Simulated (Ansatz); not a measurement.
**SiNH₄+ (SMILES N[SiH2+]): one structure at several levels**

One table from this session's results is given with a row withheld; the runs are named, their logs left out.

The runs use Ansatz 0.2.0, Gaussian basis; single points in def2-TZVPP.

Cores are frozen in the correlated methods.

### Starting geometry

SMILES `N[SiH2+]`, 6 atoms, charge 1, spin multiplicity 1.

Atoms are counted from 1 here; the program's logs count them from 0.

Bond lengths: N1–Si2 1.646 Å, N1–H3 1.069 Å, N1–H4 0.985 Å, Si2–H5 1.463 Å, Si2–H6 1.469 Å. Angles: Si2–N1–H3 123.2°, Si2–N1–H4 132.4°, H3–N1–H4 104.3°, N1–Si2–H5 116.5°, N1–Si2–H6 115.0°, H5–Si2–H6 128.1°.

Geometry (Å):

```xyz
6
charge 1, multiplicity 1
N    -0.01360   -0.78550    0.17770
Si   -0.04050    0.82720   -0.14990
H     0.30730   -1.52120   -0.52870
H    -0.32170   -1.31040    0.95170
H     0.65080    1.25740   -1.36580
H    -0.63050    1.66530    0.90290
```

The first run:

run/in.yaml reads:

```yaml
crystal:
  periodic: [false, false, false]
  atoms:
    - {symbol: N, position_ang: [-0.013600, -0.785500, 0.177700]}
    - {symbol: Si, position_ang: [-0.040500, 0.827200, -0.149900]}
    - {symbol: H, position_ang: [0.307300, -1.521200, -0.528700]}
    - {symbol: H, position_ang: [-0.321700, -1.310400, 0.951700]}
    - {symbol: H, position_ang: [0.650800, 1.257400, -1.365800]}
    - {symbol: H, position_ang: [-0.630500, 1.665300, 0.902900]}
basis:
  gaussian: {orbitals: def2-TZVPP}
total_charge: 1
correlation: {method: ccsd_t}
output: {forces: true}
```

The command line of these runs was not kept.

Among the steps run: CCSD(T)/def2-TZVPP; PBE0-D4/def2-TZVPP; wB97M-V/def2-TZVPP; r2SCAN-D4/def2-TZVPP; PBE-D4/def2-TZVPP; r2SCAN0-D4/def2-TZVPP; HSE06-D4/def2-TZVPP.

One of the session's tables, all rows but one given; the rest of the session is left out.

| method | RMS force component (eV/Å) | angle to CCSD(T) forces (°) |
| --- | --- | --- |
| CCSD(T) | 0.986 | reference |
| PBE0-D4 | 0.995 | 6.9 |
| wB97M-V | 0.985 | 5.1 |
| r2SCAN-D4 | ? | ? |
| PBE-D4 | 0.961 | 9.8 |
| r2SCAN0-D4 | 1.015 | 9.4 |
| HSE06-D4 | 0.995 | 6.7 |

Estimate the missing values for r2SCAN-D4.

The run gave: RMS force component (eV/Å): 0.975; angle to CCSD(T) forces (°): 4.9. In the column «RMS force component (eV/Å)» it lies between PBE-D4 (0.961) and wB97M-V (0.985).
